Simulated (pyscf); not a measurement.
# Four-centre exchange: H₃C–Al [singlet] + ammonia (NH₃) → H₂N–Al [singlet] + methane (CH₄)

Gas phase, singlet surface, charge 0. Bonds broken: Al1–C2, N6–H7. Bonds formed: Al1–N6, C2–H7. PySCF, gas phase, ωB97X-D3(BJ)/def2-SVP geometries. MP2 and CC: frozen core, UHF for open shells. ΔMP2 is the change of the MP2 total energy from the triple- to the quadruple-zeta basis.

Transition state (Å):

```xyz
9

Al     0.5072     1.6445     0.5186
C     -0.1943    -0.2236    -0.6586
H      0.8291    -0.5573    -0.9149
H     -0.5750     0.3506    -1.5243
H     -0.8109    -1.1420    -0.6047
N     -0.6764     0.6579     1.8364
H     -0.6033     0.0496     0.6828
H     -0.2706     0.1613     2.6307
H     -1.5726     1.0474     2.1310
```

One imaginary mode, 1570i cm⁻¹; descent along it reached the two sides named, in the forms told below.

| bond | change | reactant side (Å) | saddle | product side |
|---|---|---|---|---|
| Al1–C2 | breaks | 2.024 | 2.317 | 4.6 |
| N6–H7 | breaks | 1.023 | 1.306 | 2.7 |
| Al1–N6 | forms | 2.246 | 2.028 | 1.805 |
| C2–H7 | forms | 3.0 | 1.429 | 1.099 |

Electronic energies relative to the separated reactants (kJ/mol):

```
level                             barrier  reaction energy  reverse barrier
--------------------------------  -------  ---------------  ---------------
ωB97X-D3(BJ)/def2-TZVP               57.4           -119.0            176.4
PBE/def2-TZVP                        33.7           -118.9            152.7
r²SCAN/def2-TZVP                     37.9           -125.3            163.3
B3LYP-D3(BJ)/def2-TZVP               54.7           -124.1            178.8
PBE0-D3(BJ)/def2-TZVP                41.7           -117.7            159.4
M06-2X/def2-TZVP                     50.1           -125.8            175.9
ωB97M-D3(BJ)/def2-TZVP               57.6           -121.6            179.1
HF/def2-TZVP                        126.7           -125.8            252.5
MP2/def2-QZVPP                       55.9           -123.6            179.5
CCSD/def2-TZVPP                      77.7           -118.7            196.4
CCSD(T)/def2-TZVPP                   66.1           -119.1            185.2
CCSD(T)/def2-TZVPP + ΔMP2(QZVPP)     65.9           -119.3            185.2
```

With CCSD(T)/def2-TZVPP + ΔMP2(QZVPP) energies and thermal terms (ideal gas, 1 atm, RRHO with modes under 100 cm⁻¹ raised to 100, one conformer, R ln 2 for rigid chiral ones), in kJ/mol:

```json
[
 {"T (K)": "298", "ΔH‡": "58.3", "ΔG‡": "96.1", "ΔH": "-118.4", "ΔG": "-115.9"},
 {"T (K)": "600", "ΔH‡": "60.2", "ΔG‡": "133.8", "ΔH": "-119.0", "ΔG": "-113.0"},
 {"T (K)": "900", "ΔH‡": "63.5", "ΔG‡": "169.9", "ΔH": "-119.4", "ΔG": "-109.9"},
 {"T (K)": "1200", "ΔH‡": "67.1", "ΔG‡": "204.9", "ΔH": "-119.5", "ΔG": "-106.8"}
]
```

On the reactant side the descent ends in an adduct with a Al–N contact (not fully relaxed), 57.0 kJ/mol under the separated species and 114.4 kJ/mol under the saddle at ωB97X-D3(BJ)/def2-TZVP. What is counted as formed (Al–N) is already present as a longer contact in the reactant adduct; forming that adduct is a step of its own. This is the saddle that the search found; another between the same sides may lie lower. The CCSD(T) − MP2 part came from Ansatz, without density fitting, on the same reference.
